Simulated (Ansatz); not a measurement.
A calculation with Ansatz (development build ahead of 0.2.0).

```yaml
crystal:
  periodic: [false, false, false]
  atoms:
    - { symbol: P, position_ang: [0.0, 0.0, 0.0] }
    - { symbol: O, position_ang: [0.0, 0.0, 2.96] }
basis:
  gaussian: { orbitals: def2-SVP }
magnetization:
  spin_polarized: true
  initial_magnetization: 1
hamiltonian:
  xc: pbe0
scf:
  omitted_lower_state_checks: [stability, starts, atomic_configurations, cluster_reference, orbital_swaps, given_window_search, neighbouring_geometries, increment]
output:
  forces: true
```

The input is written out in the form of the current development build from the run's settings.

Results

```json
{"Converged": "yes", "Total energy": "-415.93166 hartree", "Spin squared of the determinant": "2.558"}
```

Forces (eV/Å):
```tsv
atom	Fx	Fy	Fz
P1	0.000	0.000	0.782
O2	0.000	0.000	-0.782
```

This is not the lowest solution: another run reaches a determinant 0.68 eV lower. Caution: the unrestricted determinant is a mixture of spin states.
